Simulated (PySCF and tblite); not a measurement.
Results of a calculation; reference values are marked as such.
(CH3CH2)2CHF, C₅H₁₁F, numbered as in [CH3:1][CH2:2][CH:3]([F:4])[CH2:5][CH3:6].

Geometries PBE0-D3(BJ)/def2-SVP; weights from PBE0-D3(BJ)/def2-TZVP (IEF-PCM, chloroform) energies and GFN2-xTB thermal corrections, with symmetry numbers and mirror pairs. Conformers within 3 kcal/mol (GFN2-xTB free energy) were kept, 8 at most. GIAO shieldings: WP04/pcSseg-1 (IEF-PCM, chloroform). Shifts are against TMS (¹H), TMS (¹³C), CFCl3 (¹⁹F) at the same level; of two unlike H on one atom, a is the less shielded. Run with PySCF (density fitting) and tblite.

Problem. Predict the averaged NMR shifts at 298.15 K.

Solution. ¹H: 4.15 (H3, 1H), 1.50 (H2a/H5a, 2H), 1.41 (H2b/H5b, 2H), 1.02 (H1/H6, 6H) ppm. ¹³C: 99.8 (C3), 32.3 (C2/C5), 13.6 (C1/C6) ppm. ¹⁹F: -210.2 (F4) ppm.

Problem. How do the conformers differ?

Solution. Torsions listed: C1–C2–C3–F4, F4–C3–C5–C6. Of a mirror pair one member is shown.
```json
{"conformer": "1", "shape": "-172°, 57°", "weight %": "38.0"}
{"conformer": "2", "shape": "-57°, 57°", "weight %": "34.0"}
{"conformer": "3", "shape": "-59°, -60°", "weight %": "14.5"}
{"conformer": "4", "shape": "64°, 178°", "weight %": "12.7"}
{"conformer": "5", "shape": "-151°, 177°", "weight %": "0.8"}
```

| signal | 1 | 2 | 3 | 4 | 5 | average |
| --- | --- | --- | --- | --- | --- | --- |
| H1/H6 | 0.99 | 1.10 | 1.04 | 0.89 | 0.97 | 1.02 |
| H2a/H5a | 1.52 | 1.46 | 1.50 | 1.51 | 1.80 | 1.50 |
| H2b/H5b | 1.43 | 1.27 | 1.46 | 1.66 | 1.53 | 1.41 |
| H3 | 4.08 | 4.06 | 4.35 | 4.41 | 4.13 | 4.15 |
| C1/C6 | 13.9 | 14.5 | 12.6 | 11.2 | 14.4 | 13.6 |
| C2/C5 | 32.5 | 33.9 | 31.2 | 28.9 | 34.9 | 32.3 |
| C3 | 100.4 | 100.1 | 98.6 | 98.5 | 100.5 | 99.8 |
| F4 | -203.6 | -217.2 | -218.1 | -203.7 | -182.6 | -210.2 |

Problem. Which signal moves most, for its nucleus, between 180 and 400 K through the change of populations alone?

Solution. H3: 4.11 ppm at 180 K, 4.13 ppm at 230 K, 4.15 ppm at 298.15 K, 4.16 ppm at 330 K, 4.17 ppm at 400 K. Exchange is taken as fast throughout; ring flips and hindered rotations can be slow on the NMR time scale at the lower temperatures.

Unscaled ¹⁹F shifts at such levels can be off by tens of ppm; differences between conformers or isomers are more reliable. Shifts are unscaled: against experiment ¹³C can be off by 15 ppm or more and ¹H by 0.8 ppm.
